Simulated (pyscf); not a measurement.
PySCF, gas phase, ωB97X-D3(BJ)/def2-SVP geometries. Correlated levels are frozen-core, on RHF or UHF. ΔMP2 is the change of the MP2 total energy from the triple- to the quadruple-zeta basis.

For the elementary gas-phase step AsH₂• (SMILES [AsH2]) + SiH₄ (SMILES [SiH4]) → AsH₃ (SMILES [AsH3]) + SiH₃• (SMILES [SiH3]) (doublet surface; H–Si broken, As–H formed), what barrier and reaction energy does CCSD(T)/def2-TZVPP + ΔMP2(QZVPP) give, measured from the separated reactants?

ΔE‡ = 173.2 kJ/mol, ΔE = +69.3 kJ/mol. Zero-point energy shifts the barrier by -3.1 kJ/mol. It is a hydrogen abstraction, with an imaginary mode of 833i cm⁻¹. At the saddle there is also a short As–Si contact that neither side keeps. The same reactants have a lower exit, to H₃Si–AsH₂ + H• (barrier +137.9 kJ/mol at ωB97M-D3(BJ), against +175.6 kJ/mol here). One saddle was located; it need not be the lowest between these sides. The angle at the transferred H is 70°: a side-on saddle, likely not the lowest. The CCSD(T) − MP2 part came from Ansatz, without density fitting, on the same reference. The frozen core leaves the outer d or s,p core shells of the metals and heavy elements correlated in the MP2 and CC values, and def2-TZVPP describes them poorly, which can shift differences by a few kcal/mol. Elements up to Kr have no core potential and no relativistic terms here.
